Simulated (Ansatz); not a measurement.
Cartesian coordinates (Å):
```xyz
7

C      1.2943    -0.0721    -0.0994
C      0.0000     0.0000    -0.0001
C     -1.2943     0.0721     0.0993
H      1.8271     0.4353    -0.8955
H      1.8827    -0.6418     0.6108
H     -1.9378    -0.6486    -0.3922
H     -1.7719     0.8552     0.6769
```
Charge 0, spin multiplicity 1.

The numbers are results of Ansatz (a first-principles code) with frozen-core CCSD(T)/cc-pVTZ // B3LYP-D3(BJ)/def2-TZVP, not measurements.

```json
{
  "HF energy": "-115.90585 Ha",
  "MP2 correlation energy": "-0.47658 Ha"
}
```

Estimate the CCSD correlation energy, the (T) correction, the total energy and the T1 diagnostic.


```json
{
  "CCSD correlation energy": "-0.50337 Ha",
  "(T) correction": "-0.02398 Ha",
  "CCSD(T) total energy": "-116.43320 Ha",
  "T1 diagnostic": "0.012"
}
```
